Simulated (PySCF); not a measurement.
# C5H11F ((CH3)3CCH2F): the cost of one run

Computed with PySCF 2.14.0, with density-fitted response routines of our own, on a single molecule in the gas phase. Atoms count from 0, in the outputs and in this text.

### 1 The molecule as given

17 atoms, charge 0, multiplicity 1; geometry from: MMFF94s. The atoms were then displaced at random by about 0.03 Å, so the start is not that level's minimum.

Bonds of the start (Å): C0–C1 1.47, C1–C2 1.55, C1–C3 1.64, C1–C4 1.51, C4–F5 1.37, C0–H6 1.05, C0–H7 1.17, C0–H8 1.20, C2–H9 1.16, C2–H10 1.06, C2–H11 1.04, C3–H12 1.01, C3–H13 1.09, C3–H14 1.00, C4–H15 1.13, C4–H16 1.13.

### 2 Relaxing the molecule at PBE0-D3(BJ)/def2-SVP

Job settings and geometry (Å):

```
{"job": {"xc": "PBE0", "basis": "def2-SVP", "d3": "d3bj", "grid": 1, "shake": 0.03, "kind": "geom"}, "charge": 0, "multiplicity": 1}
C     -0.558270     0.372890    -1.336770
C     -0.023690    -0.006140    -0.019340
C     -0.941980    -1.095710     0.587460
C      1.504010    -0.541710    -0.266570
C      0.060290     1.192780     0.902710
F      0.599260     0.843610     2.114420
H     -0.659240    -0.395530    -2.050030
H      0.031660     1.247510    -1.837930
H     -1.635490     0.865570    -1.150320
H     -0.473580    -1.441240     1.596620
H     -0.987260    -1.966980    -0.022390
H     -1.878860    -0.720130     0.825650
H      1.782420    -0.851900     0.650460
H      1.329770    -1.396710    -0.918100
H      2.044470     0.179450    -0.697680
H     -0.924850     1.669750     1.163480
H      0.702780     2.043900     0.518610
```

Command:

```console
$ OMP_NUM_THREADS=1 python probes_run.py task.json out
```

One launch serves the whole session: the jobs run in the order shown.

**Question.** How long does this first job take on 1 thread of Arm Neoverse V1, shared host, and how much memory does it need?

About 66 s, with a peak of 0.61 GiB.
